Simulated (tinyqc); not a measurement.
Inside a calculation. Method: Pariser-Parr-Pople SCF with singles CI, for the molecule Fc1[cH+]c1Cl (SMILES; centres numbered as the heavy atoms are written). One step of it, computed by the program tinyqc.

Problem. PPP integrals. Ohno: gamma = 14.399645/sqrt(R^2 + a^2), a = 2 x 14.399645/(gamma_rr + gamma_ss); H_rr = -W_r - sum_(s != r) z_s gamma_rs; H_rs = beta for bonds.

Centres (angstrom, eV; a flat drawing with bonds scaled to 1.40 angstrom):
```
centre          x          y  core charge z          W   gamma_rr
1F       1.912000  -0.662000              2  39.000000  21.400000
2C       0.700000   0.038000              1  11.160000  11.130000
3C       0.000000   1.250000              1  11.160000  11.130000
4C      -0.700000   0.038000              1  11.160000  11.130000
5Cl     -1.912000  -0.662000              2  26.000000  13.000000
```

Resonance integrals (eV):
```
i  j       beta
1  2  -2.100000
2  3  -2.390000
3  4  -2.390000
4  5  -1.590000
4  2  -2.390000
```

Give: repulsion gamma_rs; core matrix H.

Solution.

repulsion gamma_rs (eV), lower triangle:
```
         1F      2C      3C      4C     5Cl
1F   21.400
2C    8.695  11.130
3C    5.061   7.555  11.130
4C    5.061   7.554   7.555  11.130
5Cl   3.678   4.872   4.872   7.828  13.000
```

core matrix H (eV), lower triangle:
```
          1F       2C       3C       4C      5Cl
1F   -65.173
2C    -2.100  -53.402
3C     0.000   -2.390  -46.136
4C     0.000   -2.390   -2.390  -52.047
5Cl    0.000    0.000    0.000   -1.590  -50.929
```
